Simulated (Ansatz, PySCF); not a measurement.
Species: lithium hydride, LiH (charge 0, singlet). SMILES: [LiH]
Geometry from a B3LYP-D3(BJ)/def2-TZVP (Ansatz, an electronic-structure program) optimisation:
```xyz
2

Li     0.0000     0.0000    -0.3977
H      0.0000     0.0000     1.1930
```


Property: enthalpy of formation at 298 K (from the atomisation energy, B3LYP-D3(BJ)/def2-TZVP harmonic zero-point and thermal terms from PySCF, and the atoms' enthalpies of formation in the G2/97 table; no spin-orbit terms, and no core term in the frozen-core levels), in kJ/mol. Cores are frozen in the correlated levels unless marked. Open shells are spin-unrestricted. No spin-orbit coupling. No relativistic terms. CBS(X,Y): correlation extrapolated as X^-3; Hartree-Fock from the larger set.

```tsv
level	program	enthalpy of formation at 298 K (kJ/mol)
HF/6-31G	Ansatz	251.5
HF-D4/def2-TZVPD	PySCF + dftd4	237.2
PBE/def2-TZVPD	Ansatz	160.8
BP86/def2-TZVPD	PySCF	139.7
```

Task: Predict the CCSD(T)/CBS(def2-TZVPPD,def2-QZVPPD) result (Ansatz).

Result: 140.9 kJ/mol, so BP86/def2-TZVPD differs from it by -1.2 kJ/mol.
